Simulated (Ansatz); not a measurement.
**CF radical: up Jacob's ladder to CCSD(T)**

An exercise on one series of results from a longer session: the logs are not shown, and one member is left open.

Method: functionals in def2-TZVPP, the program's frozen cores in correlated methods; program: Ansatz 0.2.0, Gaussian basis.

Levels to be run: LDA (SPW92), PBE-D4, revPBE-D4, BLYP-D4, r2SCAN-D4, B97M-V, PBE0-D4, B3LYP-D4, r2SCANh-D4, r2SCAN0-D4, HSE06-D4, BHLYP-D4, CAM-B3LYP-D4, LC-ωPBE, ωB97X-V, ωB97M-V, B2PLYP, PBE-QIDH; CCSD(T)/def2-SVP; CCSD(T)/def2-TZVPP; CCSD(T)/def2-QZVPP; extrapolation to the limit; RPA on PBE.

### The relaxed structure

All runs share one geometry, relaxed beforehand with PBE0-D4 in a triple-zeta def2 set.

SMILES `[C]F`, 2 atoms, charge 0, spin multiplicity 2.

Atoms are counted from 1 here; the program's logs count them from 0.

Bond lengths: C1–F2 1.268 Å.

Set-up of the first run:

File in.yaml:

```yaml
crystal:
  periodic: [false, false, false]
  atoms:
    - {symbol: C, position_ang: [0.000000, 0.000000, 0.003049]}
    - {symbol: F, position_ang: [-0.000000, -0.000000, 1.271351]}
basis:
  gaussian: {orbitals: def2-TZVPP}
magnetization: {spin_polarized: true, initial_magnetization: 1}
hamiltonian: {xc: lda}
output: {orbitals: {seedname: orbitals}}
```

Started as:

```console
$ ansatz run in.yaml --threads 2 --pin off --events-out ev --progress --plain --max-ram 32768MiB --backend cpu
```

Steps of the session up to this table: LDA; PBE-D4 (GGA); revPBE-D4 (GGA); BLYP-D4 (GGA); r2SCAN-D4 (meta-GGA); B97M-V (meta-GGA); B3LYP-D4 (hybrid); r2SCANh-D4 (hybrid); r2SCAN0-D4 (hybrid); HSE06-D4 (hybrid); BHLYP-D4 (hybrid); CAM-B3LYP-D4 (range-separated); LC-ωPBE (range-separated); ωB97X-V (range-separated); ωB97M-V (range-separated); B2PLYP (double hybrid); PBE-QIDH (double hybrid).

One table of the session follows, with a row left open; its other results are not shown here.

It belongs to the step «Frontier levels by functional». 

```
  functional  HOMO (eV)  LUMO (eV)  gap (eV)
 LDA (SPW92)      -4.53      -4.47      0.06
      PBE-D4      -4.52      -4.08      0.44
   revPBE-D4      -4.48      -3.97      0.51
     BLYP-D4      -4.47      -3.94      0.53
   r2SCAN-D4      -5.02      -3.74      1.28
      B97M-V      -4.75      -3.73      1.02
     PBE0-D4      -6.23      -2.74      3.49
    B3LYP-D4      -5.97      -3.04      2.93
  r2SCANh-D4      -5.65      -3.24      2.41
  r2SCAN0-D4          ?          ?         ?
    HSE06-D4      -5.81      -3.14      2.67
    BHLYP-D4      -7.91      -1.31      6.59
CAM-B3LYP-D4      -7.78      -1.44      6.34
     LC-ωPBE      -9.22      -0.07      9.15
     ωB97X-V      -8.65      -0.13      8.52
     ωB97M-V      -8.33      -0.30      8.02
```

Estimate the missing values for r2SCAN0-D4.

Worked estimate for «HOMO (eV)». Against the share of exact exchange, r2SCAN-D4 (0, -5.02), r2SCANh-D4 (0.1, -5.65) give a slope of -6.30 per unit share; at 0.25 the line stands at -6.59.

The run gave: HOMO (eV): -6.61; LUMO (eV): -2.51; gap (eV): 4.10. In «HOMO (eV)» the line misses by +0.02.
